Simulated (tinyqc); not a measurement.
Worked calculation: extended Hueckel theory, for H2O-. The parameters take no account of the charge, which enters only through the electron count, and nothing here shows that the anion is bound. Computed by tinyqc, a small Python program that keeps every step (integrals from PySCF). Settings: charge = -1, K = 2.0, weighted = 1, multiplicity = 2. Command: `OMP_NUM_THREADS=1 python tinyqc.py 23135 23136 out.jsonl` (the two numbers bound the seeds that draw the settings). One thread of a shared host (Intel(R) Xeon(R) Processor @ 2.60GHz), about 0.01 s of CPU time with the checks.

## Overlaps

Geometry (angstrom):
```
atom,x,y,z
O,0.000000,0.000000,0.000000
H,0.000000,0.768000,0.590000
H,0.000000,-0.765000,0.587000
```

Parameters chosen for this run:
```
element,shell,Slater exponent,H_ii (eV)
O,2s,2.275000,-32.300000
O,2p,2.275000,-14.800000
H,1s,1.300000,-13.600000
```

Slater orbitals, each expanded in six Gaussians scaled to its exponent.

overlap S, lower triangle:
```
,1O 2s,1O 2px,1O 2py,1O 2pz,2H 1s,3H 1s
1O 2s,1.000000
1O 2px,0.000000,1.000000
1O 2py,0.000000,0.000000,1.000000
1O 2pz,0.000000,0.000000,0.000000,1.000000
2H 1s,0.453839,0.000000,0.308470,0.236976,1.000000
3H 1s,0.456612,0.000000,-0.309876,0.237774,0.219723,1.000000
```

## Wolfsberg-Helmholz matrix

diagonal H_ii (eV): 1O 2s -32.300000, 1O 2px -14.800000, 1O 2py -14.800000, 1O 2pz -14.800000, 2H 1s -13.600000, 3H 1s -13.600000

K = 2.000000

H_ij = K' S_ij (H_ii + H_jj)/2 for i != j (the diagonal keeps H_ii), with K' = K + D^2 + D^4 (1 - K), D = (H_ii - H_jj)/(H_ii + H_jj), K = 2.

H (eV), lower triangle:
```
,1O 2s,1O 2px,1O 2py,1O 2pz,2H 1s,3H 1s
1O 2s,-32.300000
1O 2px,0.000000,-14.800000
1O 2py,0.000000,0.000000,-14.800000
1O 2pz,0.000000,0.000000,0.000000,-14.800000
2H 1s,-22.273071,0.000000,-8.768366,-6.736115,-13.600000
3H 1s,-22.409141,0.000000,8.808320,-6.758802,-5.976463,-13.600000
```

## Orbitals

valence electrons = 9

Solve H C = S C e through S^(-1/2); fill by pairs from the bottom, a degenerate level sharing its electrons equally; each orbital has its largest coefficient positive (the first on a tie).

orbital energies (eV): -35.535299  -18.017764  -15.494405  -14.800000  3.921806  21.918379

occupations: 2.000000  2.000000  2.000000  2.000000  1.000000  0.000000

coefficients:
```
,MO1,MO2,MO3,MO4,MO5,MO6
1O 2s,0.781587,0.000440,-0.192865,0.000000,0.007237,0.974852
1O 2px,0.000000,0.000000,0.000000,1.000000,0.000000,0.000000
1O 2py,0.000261,0.705608,-0.000849,0.000000,0.909133,-0.011220
1O 2pz,-0.033387,0.000398,0.937170,0.000000,0.005408,0.532251
2H 1s,0.204333,0.353661,0.106175,0.000000,-0.859000,-0.806298
3H 1s,0.205859,-0.351957,0.105841,0.000000,0.842952,-0.829050
```

sum of one-electron energies = -163.773130 eV

## Mulliken analysis

P = C n C^T; charge = valence electrons (O 6, H 1) minus the sum of (P S)_ii on the atom; overlap population = 2 sum P_ij S_ij between two atoms.

charges: 1O -1.049260, 2H 0.016674, 3H 0.032586

Overlap populations:
```
pair,value
2-1,0.159238
3-1,0.184630
3-2,-0.380753
```
